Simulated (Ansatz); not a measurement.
Ti (P6/mmm, No. 191, 3 atoms in the cell; start mp-72; another form than the element's usual one)

All values below come from PBEsol (Ansatz, a first-principles code, plane waves, PAW).

Numerical settings: plane-wave cutoff 500 eV, 18×18×26 k mesh (along the axes of the cell as run), Fermi–Dirac smearing 0.1 eV, no spin polarisation, scalar-relativistic PAW data made under PBE.

Cell (relaxed at this level):

```cif
data_Ti3
_chemical_formula_sum 'Ti3'
_space_group_name_H-M_alt 'P 1'
_space_group_IT_number 1
_cell_length_a 4.51606
_cell_length_b 4.51606
_cell_length_c 2.79930
_cell_angle_alpha 90.000
_cell_angle_beta 90.000
_cell_angle_gamma 120.000
loop_
_space_group_symop_operation_xyz
  'x, y, z'
loop_
_atom_site_label
_atom_site_type_symbol
_atom_site_fract_x
_atom_site_fract_y
_atom_site_fract_z
_atom_site_occupancy
Ti1 Ti 0.00000 0.00000 0.00000 1
Ti2 Ti 0.33333 0.66667 0.50000 1
Ti3 Ti 0.66667 0.33333 0.50000 1
```

| Property | Result |
|---|---|
| band gap | none |

Note: the relaxation could not lower the start's symmetry, so the cell can be a saddle point above a distorted one.

Computed values are for the static lattice.

Cost on a shared machine: roughly 5 core-minutes.

A start named mp-… is a Materials Project structure, which need not be a measured phase.
